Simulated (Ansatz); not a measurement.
A made-up structure of BSiH4S, doublet:

```xyz
7
angstrom
Si -1.1736 0.4290 -0.6451
B 0.2616 -0.2031 0.4857
S 1.9182 -0.3185 -0.1613
H -2.5712 0.5486 -0.1717
H 2.9186 -1.0583 -0.7105
H 0.0346 -0.5143 1.6140
H 2.5376 -0.7832 0.9373
```

It is relaxed with PBE-D4/def2-SVP and then PBE0-D4/def2-TZVP (Ansatz 0.2.0). Atoms count as bonded within 1.22 times the sum of their covalent radii (H–H: 0.88 Å). The end point is not checked to be a true minimum.

Task: Does its bonding change? (A judgement: the text doesn't fix the answer.)

Result: By the calculation: No: no bond forms or breaks.

Where it ends: The first stage lowers the energy by 1.29 eV in 8 steps. It ends as BSiH₄S ([SiH][BH][SH2]):
```csv
atom,x (Å),y (Å),z (Å)
Si1,-0.9669,0.6248,-0.4798
B2,0.2024,-0.4453,0.4720
S3,1.9022,-0.1913,-0.2029
H4,-2.4436,0.7219,-0.2555
H5,2.4569,-1.4171,-0.4084
H6,0.0323,-1.2050,1.3747
H7,2.7426,0.0122,0.8482
```

Labels in which every atom is bracketed show which atoms are joined, not bond orders.

For scale, one of the runs: PBE0-D4/def2-TZVP relaxation, 129 basis functions, launched by `ansatz run in.yaml --threads 2 --pin off --events-out ev --progress --plain --max-ram 4352MiB`. Hardware: 2 CPU threads of an Intel Xeon 6975P-C, shared host. Wall time about 17 s.
